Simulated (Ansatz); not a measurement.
A run of Ansatz (development build ahead of 0.2.0) on doublet F2(+) at this shape:

```xyz
2

F     0.0000    0.0000    0.0000
F     0.0000    0.0000    1.6000
```

Its results:

| Quantity | Value |
| --- | --- |
| Converged | yes |
| Reference energy | -197.97187 hartree |
| Correlation energy | -0.26915 hartree |
| Total energy | -198.24102 hartree |
| Spin squared of the determinant | 1.586 |
| Stability test | minimum |

Forces (eV/Å):
| atom | Fx | Fy | Fz |
| --- | --- | --- | --- |
| F1 | 0.000 | 0.000 | -0.220 |
| F2 | 0.000 | 0.000 | 0.220 |

Q: Which input gives this output? Name the method, the orbitals and the basis set, and write the input.

A: UHF-MP2 in def2-SVP.

```yaml
crystal:
  periodic: [false, false, false]
  atoms:
    - { symbol: F, position_ang: [0.0, 0.0, 0.0] }
    - { symbol: F, position_ang: [0.0, 0.0, 1.6] }
basis:
  gaussian: { orbitals: def2-SVP }
total_charge: 1
magnetization:
  spin_polarized: true
  initial_magnetization: 1
hamiltonian:
  xc: hf
correlation:
  method: mp2
  frozen_orbitals: { F: 1 }
output:
  forces: true
```

Caution: bonds are stretched, where a single reference can fail; the unrestricted determinant is a mixture of spin states; forces differ strongly between restricted and unrestricted references; the charge can sit on one fragment and break the point group.
